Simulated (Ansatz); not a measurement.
A made-up structure of LiH2S (charge +1), closed shell:

Li1  (1.654, -0.354, 1.427)
S2  (-0.238, 0.083, -0.278)
H3  (-0.880, 1.125, -0.131)
H4  (-0.537, -0.854, -1.019)
(Å)

It is relaxed with PBE-D4/def2-SVP and then PBE0-D4/def2-TZVP (Ansatz 0.2.0). Atoms count as bonded within 1.22 times the sum of their covalent radii (H–H: 0.88 Å). The end point is not checked to be a true minimum.

Task: Does its bonding change? (A judgement: the text doesn't fix the answer.)

Result: By the calculation: No: no bond forms or breaks.

Where it ends: The first stage lowers the energy by 1.23 eV in 6 steps. It ends as LiH₂S ([Li][SH2]), total charge +1:
| atom | x (Å) | y (Å) | z (Å) |
| --- | --- | --- | --- |
| Li1 | 1.3984 | -0.3645 | 1.3517 |
| S2 | 0.1173 | 0.2759 | -0.5694 |
| H3 | -0.9109 | 0.9278 | 0.0054 |
| H4 | -0.6049 | -0.8392 | -0.7877 |

Labels in which every atom is bracketed show which atoms are joined, not bond orders.

For scale, one of the runs: PBE0-D4/def2-TZVP relaxation, 63 basis functions, launched by `ansatz run in.yaml --threads 2 --pin off --events-out ev --progress --plain --max-ram 4352MiB`. Hardware: 2 CPU threads of an Arm Neoverse V1, shared host. Wall time about 3.4 s.
